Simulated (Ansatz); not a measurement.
# C2H5Si: the cost of one run

Method: RKS r2SCAN-D4/def2-SVP, in Ansatz 0.2.0.

## (1) The starting structure

Bond lengths: C1–C2 1.401 Å, C2–Si3 1.774 Å, C1–H4 1.102 Å, C1–H5 1.107 Å, C1–H6 1.093 Å, Si3–H7 1.447 Å, Si3–H8 1.448 Å. Angles: C1–C2–Si3 155.1°, C2–C1–H4 111.2°, C2–C1–H5 103.6°, C2–C1–H6 118.3°, H4–C1–H5 99.0°, H4–C1–H6 112.5°, H5–C1–H6 110.0°, C2–Si3–H7 119.1°, C2–Si3–H8 115.0°, H7–Si3–H8 124.8°.

Coordinates:

```xyz
8

C    -0.7027    1.0728   -0.4211
C     0.0458   -0.1020   -0.2736
Si    0.8657   -1.3841    0.6386
H    -1.4692    0.9619   -1.2046
H    -0.0118    1.7576   -0.9494
H    -1.0911    1.5558    0.4790
H     2.2931   -1.2910    0.8566
H     0.0702   -2.5711    0.8744
```

## (2) Relaxing end A

input.yaml reads:

```yaml
crystal:
  periodic: [false, false, false]
  atoms:
    - { symbol: C, position_ang: [-0.70274, 1.07277, -0.42106] }
    - { symbol: C, position_ang: [0.04576, -0.102, -0.27355] }
    - { symbol: Si, position_ang: [0.86572, -1.38406, 0.63862] }
    - { symbol: H, position_ang: [-1.46918, 0.96192, -1.20463] }
    - { symbol: H, position_ang: [-0.01177, 1.75756, -0.94936] }
    - { symbol: H, position_ang: [-1.09105, 1.55585, 0.47897] }
    - { symbol: H, position_ang: [2.29305, -1.29097, 0.85657] }
    - { symbol: H, position_ang: [0.0702, -2.57106, 0.87445] }
total_charge: 1
basis:
  gaussian: { orbitals: def2-SVP }
hamiltonian:
  xc: r2scan
  dispersion: d4
relax:
  f_tol: 0.015
  max_steps: 40
output:
  orbitals: {}
```

Launch:

```
> ansatz run input.yaml --threads 1 --pin off --max-ram 2048MiB --backend cpu --events-out ev --progress --plain --runs-dir out
```

**Question.** How long does this run take on 1 thread of Intel Xeon Platinum 8259CL at 2.50GHz (Skylake/Cascade Lake), shared host, and how much memory does it need?

About 79 s, with a peak of 0.15 GiB.
